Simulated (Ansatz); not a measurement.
Which YAML input does this script hand to the engine? (the Python package of Ansatz (0.2.0))

Script `c5h5n.py`:
```python
"""Relax the C5H5N molecule."""

import ansatz as az
import numpy as np


def main() -> None:
    geometry_ang = [
        ("C", [3.2096, 0.6227, -0.143]),
        ("C", [2.1448, 0.0747, -0.0474]),
        ("C", [0.8743, -0.5851, 0.0677]),
        ("N", [-0.1113, 0.2328, -0.031]),
        ("C", [-1.3562, -0.3217, 0.0687]),
        ("C", [-2.456, 0.4308, -0.0187]),
        ("H", [4.1468, 1.1215, -0.2296]),
        ("H", [0.8369, -1.6756, 0.2224]),
        ("H", [-1.4635, -1.3948, 0.2222]),
        ("H", [-3.4436, -0.0077, 0.0602]),
        ("H", [-2.3817, 1.5026, -0.1714]),
    ]
    molecule = az.Crystal.molecule()
    for symbol, xyz in geometry_ang:
        molecule = molecule.atom(symbol, xyz)

    model = molecule.calculation()
    model = model.basis(gaussian="6-31G*")
    model = model.functional("hf")
    symbols = [site.symbol for site in molecule.cartesian_sites]
    start = np.array([site.position_ang for site in molecule.cartesian_sites], dtype=float)
    summary = model.relax(force_tolerance=0.01).run(threads=1, backend="cpu").report
    end = np.array(summary["positions_ang"])

    for key in ("converged", "free_energy_ev", "reference_energy_ev", "n_frozen", "n_occupied", "n_virtual"):
        print(f"{key:22s} {summary[key]}")

    print("final positions (A) and the move of each atom")
    for symbol, xyz, old in zip(symbols, end, start):
        print(f"{symbol:2s} {xyz[0]:10.5f} {xyz[1]:10.5f} {xyz[2]:10.5f}   {np.linalg.norm(xyz - old):7.4f}")

    charges = summary["charge_distribution"]
    print("dipole moment", round(4.803205 * float(np.linalg.norm(charges["dipole_moment_e_ang"])), 3), "D")
    print("Mulliken:", [(s, round(q, 3)) for s, q in zip(symbols, charges["mulliken_charges_e"])])
    with open("c5h5n_opt.xyz", "w") as handle:
        handle.write(f"{len(symbols)}\nrelaxed C5H5N\n")
        handle.writelines(f"{s:2s} {x:11.6f} {y:11.6f} {z:11.6f}\n" for s, (x, y, z) in zip(symbols, end))


if __name__ == "__main__":
    main()
```

```console
$ python c5h5n.py
converged              True
free_energy_ev         -6709.93614173688
reference_energy_ev    -6709.93614173688
n_frozen               0
n_occupied             [21, 21]
n_virtual              [79, 79]
final positions (A) and the move of each atom
C     3.31031    0.54314   -0.13354    0.1287
C     2.19560    0.14139   -0.05762    0.0845
C     0.86838   -0.41195    0.04334    0.1750
N    -0.15758    0.30762   -0.04095    0.0885
C    -1.40417   -0.32020    0.06921    0.0480
C    -2.52483    0.37188   -0.00919    0.0911
H     4.29668    0.91700   -0.20331    0.2549
H     0.82064   -1.48384    0.19591    0.1943
H    -1.41814   -1.39054    0.22059    0.0456
H    -3.48117   -0.10944    0.07533    0.1095
H    -2.50563    1.43513   -0.15967    0.1416
dipole moment 1.594 D
Mulliken: [('C', -0.494), ('C', 0.163), ('C', 0.037), ('N', -0.429), ('C', 0.061), ('C', -0.405), ('H', 0.303), ('H', 0.199), ('H', 0.173), ('H', 0.186), ('H', 0.204)]
```

`input.yaml`:
```yaml
crystal:
  periodic: [false, false, false]
  atoms:
    - { symbol: C, position_ang: [3.2096, 0.6227, -0.143] }
    - { symbol: C, position_ang: [2.1448, 0.0747, -0.0474] }
    - { symbol: C, position_ang: [0.8743, -0.5851, 0.0677] }
    - { symbol: "N", position_ang: [-0.1113, 0.2328, -0.031] }
    - { symbol: C, position_ang: [-1.3562, -0.3217, 0.0687] }
    - { symbol: C, position_ang: [-2.456, 0.4308, -0.0187] }
    - { symbol: H, position_ang: [4.1468, 1.1215, -0.2296] }
    - { symbol: H, position_ang: [0.8369, -1.6756, 0.2224] }
    - { symbol: H, position_ang: [-1.4635, -1.3948, 0.2222] }
    - { symbol: H, position_ang: [-3.4436, -0.0077, 0.0602] }
    - { symbol: H, position_ang: [-2.3817, 1.5026, -0.1714] }
basis:
  gaussian:
    orbitals: "6-31G*"
hamiltonian:
  xc: hf
relax:
  f_tol: 0.01
```

The settings weren't tested for convergence. The end point is the stationary point reached from this start; no frequency run checks that it is a minimum, and the basis set is modest. The whole script took 18 s on 1 thread of Arm Neoverse V2 (shared host), peak memory 0.26 GiB.

(Lines on the test bed's own set-up are left out of the output.)
